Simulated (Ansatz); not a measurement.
# Other spins and charges of Ge₂Cl, doublet at one geometry

Geometry (PBE0/def2-TZVP stationary point for this spin, not checked as a minimum):

```xyz
3

Cl    0.0000   -1.6598    0.0000
Ge    0.0000    0.4051    1.2170
Ge    0.0000    0.4051   -1.2170
```

Basis cc-pVDZ; Ansatz 0.2.0. Correlated methods freeze the noble-gas cores and the filled d shells of p-block atoms. Prefix R: restricted or restricted open-shell reference; prefix U: unrestricted. Active spaces: valence = (13e, 11o, short of the full valence) chosen from the atoms' valence shells. No spin–orbit coupling is included, and no scalar relativity.

Gaps are energies of the second state less the first, at fixed atoms, for a selection of the levels run; each method lands on the state that its own search finds for that charge and spin.

For open shells CISD is restricted-active-space CI with the open shells as a complete middle space.

Removing an electron, to the triplet: 7.559 eV at UCCSDT(Q).

```
                   level  gap (eV)  error (meV)
                    CISD     7.450         -109
                   UCCSD     7.563            4
  CASSCF (valence space)     6.891         -668
  NEVPT2 (valence space)     7.424         -135
  MRCISD (valence space)     7.430         -129
MRCISD+Q (valence space)     7.549          -10
                     PBE     7.717          158
                  r2SCAN     7.835          276
                    PBE0     7.813          254
                  B2PLYP     7.705          146
```

PBE gives 1.556 eV for quartet less doublet. Estimate what UCCSDT(Q) gives in cc-pVDZ.

UCCSDT(Q) in cc-pVDZ gives 1.377 eV, so against it PBE is off by 0.179 eV, of which a good part can be the reference's own basis and frozen-core error.

```
                   level  gap (eV)  error (meV)
                     UHF     0.667         -710
                    UMP2     1.312          -65
                    CISD     1.155         -222
                   UCCSD     1.291          -86
                UCCSD(T)     1.363          -14
                 BCCD(T)     1.375           -2
                  UCCSDT     1.368           -9
  CASSCF (valence space)     1.380            3
  NEVPT2 (valence space)     1.409           32
  MRCISD (valence space)     1.400           23
MRCISD+Q (valence space)     1.393           16
                  r2SCAN     1.397           20
                    PBE0     1.406           29
                   B3LYP     1.571          194
                 wB97M-V     1.459           82
                  B2PLYP     1.496          119
                 RPA-PBE     1.514          137
```

In so small a basis the reference is far from its limit while semilocal and hybrid functionals are nearer theirs (RPA and double hybrids share part of the reference's basis error), so the functionals' errors here hold much of the reference's basis and frozen-core error, which can add to them or hide them.

Full CI isn't at hand for all of this; UCCSDT(Q) serves as the reference, and is uncertain by the last step of the cluster series or more. The frozen core follows each run's orbitals, which can shift R against U totals by a few meV for light atoms and by up to 0.1 eV past Ca.
